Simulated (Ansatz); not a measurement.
## HAl–O–Al, quartet: the ladder up to UCCSDT(Q)

Geometry: displaced at random from a stationary point.

```json
{"atom": "Al", "x (Å)": "0.0708", "y (Å)": "-0.1030", "z (Å)": "1.6447"}
{"atom": "O", "x (Å)": "-0.0941", "y (Å)": "0.0716", "z (Å)": "-0.0268"}
{"atom": "Al", "x (Å)": "-0.0175", "y (Å)": "0.0162", "z (Å)": "-1.7226"}
{"atom": "H", "x (Å)": "0.0656", "y (Å)": "1.1881", "z (Å)": "2.5119"}
```

Basis cc-pVDZ; Ansatz 0.2.0. Only valence electrons are correlated (noble-gas cores frozen), which leaves 13 electrons in 44 orbitals. R marks a restricted (for open shells ROHF) determinant, U an unrestricted one.

Full CI isn't at hand for all of this; UCCSDT(Q) serves as the reference, and is uncertain by about the last step of the cluster series. The frozen core follows each run's orbitals, which can shift R against U totals by a few meV.

For open shells CISD is restricted-active-space CI with the open shells as a complete middle space.

* UHF ⟨S²⟩: 3.757
* T1 diagnostic (RCCSD): 0.0289
* largest doubles amplitude (RCCSD): 0.031
* T1 diagnostic (UCCSD): 0.0266

```
    level  E − E(UCCSDT(Q)) (kJ/mol)  share of correlation (%)  wall time
      RHF                      728.5                      0.00          –
      UHF                      724.0                      0.61          –
     RMP2                       63.7                     91.25          –
     UMP2                       62.1                     91.47          –
     CISD                       76.5                     89.50       14 s
    RCCSD                       23.8                     96.73          –
    UCCSD                       23.7                     96.75          –
 RCCSD(T)                        4.6                     99.38       21 s
 UCCSD(T)                        4.4                     99.39       22 s
  BCCD(T)                        4.1                     99.43       14 s
   RCCSDT                        2.4                     99.67          –
   UCCSDT                        2.3                     99.68          –
RCCSDT(Q)                        0.6                     99.92    2.5 min
```

The correlation energy at UCCSDT(Q), counted from RHF, is -7.550 eV. That run took 2.5 min on 1 thread of Arm Neoverse V2, shared host.

Times hold each run's SCF and search for its determinant on a shared host, so for small cases they say little of a method's own cost; they ran on 1 thread of Arm Neoverse V2.
